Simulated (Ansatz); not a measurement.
Born–Oppenheimer molecular dynamics of AlHLi (3 atoms, charge 0, multiplicity 2). It goes on from the last frame of an earlier run, with new velocities.

All numbers below come from UKS BLYP-D4/def2-SVP (Ansatz).

```json
{
 "ensemble": "NVT, Langevin thermostat",
 "time step": "0.5 fs",
 "steps asked": "400",
 "set temperature": "1500 K",
 "friction": "0.02 /fs",
 "seed": "415649"
}
```

First frame:

```xyz
3
Properties=species:S:1:pos:R:3
Li -2.470 0.218 -1.910
Al -0.326 -0.048 -0.045
H 1.085 -0.745 -0.522
```

Q: How far do the bonds stretch over the last three quarters of this one trajectory? (Pairs bonded in most of those frames.)

A: 
```
  bond  mean (Å)  spread (Å)  shortest  longest
Al2–H3     1.839       0.135      1.60     2.15
```

Mean temperature of the second half: 1959 K. The mean temperature of the second half is 31 % above the set value. A run of 0.2 ps of so small a system gives no equilibrium averages.

Time of the run: 7.1 min on 1 CPU thread of a shared host.
